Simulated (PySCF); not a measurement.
# Static response to an electric field

2-thiophenethiol, C4H4S2.
Atom-mapped SMILES: `[SH:1][c:2]1[cH:3][cH:4][cH:5][s:6]1` (hydrogens: H7 on S1; H8 on C3; H9 on C4; H10 on C5)

Geometry (GFN2-xTB, Å), atoms numbered from 1 in this order:
```
atom  x, y, z in Å
S1     2.694   -0.011   -0.078
C2     0.940    0.057   -0.013
C3     0.085   -0.971   -0.271
C4    -1.268   -0.589   -0.131
C5    -1.421    0.709    0.228
S6     0.093    1.512    0.406
H7     2.889    1.258    0.276
H8     0.413   -1.955   -0.548
H9    -2.092   -1.261   -0.293
H10   -2.324    1.257    0.401
```

Level: wB97X-D/def2-SVPD (PySCF), static field, nuclei fixed, core orbitals frozen in the response. The polarisability tensor in these axes (au):

```
x   108.21   1.19  -1.06
y     1.19  83.82   7.68
z    -1.06   7.68  57.67
```

Question: Give the principal values, the mean and the anisotropy Δα = √{½[(α1 − α2)² + (α2 − α3)² + (α1 − α3)²]}.

Answer: Principal values 55.55, 85.87 and 108.28 au; mean 83.23 au = 12.33 Å³ = 13.72 × 10⁻⁴⁰ C²·m²/J; Δα = 45.84 au (55 % of the mean).

Question: What is the dipole moment, and where does it point?

Answer: (-0.84, 0.23, 0.09) D, 0.88 D in size, pointing from the negative to the positive side. Measured along this direction, the outermost atoms are S1 at the negative end and H10 at the positive end.

Question: Sum over states: ᾱ = Σ f/ω², ω in Eh. What share falls to these 8 lowest TDDFT singlets (eV, f)? 4.70, 0.0003; 5.03, 0.1848; 5.75, 0.0030; 5.94, 0.0595; 5.99, 0.0012; 6.12, 0.0191; 6.67, 0.0011; 7.02, 0.2332.

Answer: They add up to 10.67 au, 12.8 % of the 83.23 au; the largest single term is 5.41 au, from the state at 5.03 eV. Terms in order: 0.01, 5.41, 0.07, 1.25, 0.02, 0.38, 0.02, 3.51 au. Higher excitations give the rest. The strengths listed sum to 0.502.

Question: Estimate the molar refractivity from the static electronic polarisability.

Answer: Lorentz–Lorenz: R = (4π/3)N_A α = 2.5225 cm³/(mol·Å³) × 12.33 Å³ = 31.1 cm³/mol, in the limit of long wavelengths.

Question: What depolarisation ratio follows for Rayleigh scattering of linearly polarised light, taking the static tensor?

Answer: ρ = 3Δα²/(45ᾱ² + 4Δα²) = 6304.2/(311757 + 8405.7) = 0.0197.

Question: Give the principal axes and the span of the nuclei along them.

Answer: Largest value along (1.00, 0.04, -0.01), where the nuclei span 5.21 Å; middle along (-0.04, 0.96, 0.26), 3.61 Å; least along (0.03, -0.26, 0.96), 0.01 Å. The response follows the extents in order.

Question: Find the Langevin capture rate constant for H3+ (3.023 u) meeting this molecule (115.975 u), k = 2.342 × 10⁻⁹ cm³/s × √(α in Å³ / reduced mass in u).

Answer: The reduced mass is 2.95 u, so k = 4.79 × 10⁻⁹ cm³/s. The formula leaves out the permanent dipole, which adds to the capture rate.

The structure is a single GFN2-xTB conformer in the gas phase; no vibrational or solvent corrections.

These values come from a run that also computed excited states. Hardware: one thread, Arm Neoverse V1 (shared host). Cost: 30 s wall.

wB97X-D is run here without its empirical dispersion term; that term would change no orbital, density or response property at a fixed geometry.
